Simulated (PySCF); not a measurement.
Species: C5H9O (doublet state).
SMILES with atom numbers: `[OH:1][C@@H:2]1[CH:3][CH2:4][CH2:5][CH2:6]1` (hydrogens: H7 on O1; H8 on C2; H9 on C3; H10, H11 on C4; H12, H13 on C5; H14, H15 on C6)

Geometry (GFN2-xTB, Å), atoms numbered from 1 in this order:
```
atom  x, y, z in Å
O1     2.352   -0.396   -0.031
C2     1.064   -0.115    0.482
C3     0.081   -1.214    0.320
C4    -1.231   -0.723   -0.153
C5    -1.125    0.800   -0.001
C6     0.364    1.088   -0.185
H7     2.258   -0.702   -0.941
H8     1.257    0.102    1.545
H9     0.329   -2.249    0.452
H10   -2.067   -1.148    0.411
H11   -1.400   -0.995   -1.206
H12   -1.744    1.339   -0.717
H13   -1.432    1.088    1.005
H14    0.669    2.039    0.245
H15    0.619    1.094   -1.248
```

The hyperfine couplings belong to this conformer and change with its torsions.

The calculation used UKS B3LYP, pcH-1 on C H O, non-relativistic, mean-field spin-orbit, GIAO (PySCF 2.14.0). The structure is a single GFN2-xTB conformer in the gas phase; no vibrational or solvent corrections. A GFN2-xTB geometry isn't a minimum of the functional, and hyperfine couplings can be far from their values at a DFT geometry. The SCF solution wasn't tested for stability.

Task: Where do the isotropic ENDOR lines of C3, C2, C4, C6, C5, H11, H8, H10, H9 and H7 fall at 1219.9 mT, to first order?

Result: ν± = |νn ± a/2|, one line for each electron-spin manifold; νn = |g_N| × 7.62259 MHz/T × B.

```csv
nuclei,isotope,g_N,νn (MHz),a_iso (MHz),lower line (MHz),upper line (MHz)
C3,13C,1.4048,13.06,86.02,29.95,56.07
C2,13C,1.4048,13.06,-32.75,3.31,29.44
C4,13C,1.4048,13.06,-32.24,3.06,29.18
C6,13C,1.4048,13.06,10.44,7.84,18.29
C5,13C,1.4048,13.06,4.91,10.61,15.52
H11,1H,5.5857,51.94,145.20,20.66,124.54
H8,1H,5.5857,51.94,112.02,4.07,107.95
H10,1H,5.5857,51.94,88.83,7.53,96.35
H9,1H,5.5857,51.94,-61.48,21.20,82.68
H7,1H,5.5857,51.94,-2.68,50.60,53.28
```

The rows for 13C, of low natural abundance, apply to labelled samples.

Task: Which pairs are centred on the nuclear Larmor frequency, and which on half the coupling?

Result: Centred on νn, since |a| < 2νn: C6, C5, H10, H9 and H7. Centred on |a|/2 and split by 2νn: C3, C2, C4, H11 and H8.

Task: At what field would the lower line of H9 fall to zero frequency?

Result: Where νn = |a|/2, that is B = 30.74 MHz/(5.5857 × 7.62259 MHz/T) = 722 mT, as far as first order holds there.

Couplings of abundant isotopes left out: H13 (-1.7 MHz), H15 (-1.1 MHz) and H12 (1.0 MHz).

Time: 37 s wall (with the writing of density and orbital grids); peak memory 0.90 GiB. Hardware: one thread, Arm Neoverse V2 (aarch64), on a shared host.
